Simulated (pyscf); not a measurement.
# Routes from F–BH–F (SMILES FBF) + CH₄ (SMILES C)

Candidate steps break at most two bonds and form at most two. Each was searched with GFN2-xTB (tblite) first. Structures and frequencies: ωB97X-D3(BJ)/def2-SVP in PySCF. Correlated levels are frozen-core, on RHF or UHF. ΔMP2 is the change of the MP2 total energy from the triple- to the quadruple-zeta basis. Energies: CCSD(T)/def2-TZVPP + ΔMP2(QZVPP), eV, from the separated reactants, singlet surface.

```tsv
products	type	ΔE‡	ΔE	ΔG‡ 298 K	ΔG‡ 900 K	ν‡ (cm⁻¹)
HF + H₃C–BH–F	four-centre exchange	2.62	+1.59	2.95	3.77	1207i
H₃C–F + H₂B–F	four-centre exchange	4.72	+2.76	5.08	5.87	1006i
```

Under all of these lies the exit to H₃C–B(F)–F + H₂ (barrier +2.18 eV at ωB97M-D3(BJ)). Plain bond fissions and candidates not yet searched are not listed, and one of them may be faster. Each barrier is that of the saddle found; lower ones may exist. The CCSD(T) − MP2 part came from Ansatz, without density fitting, on the same reference.
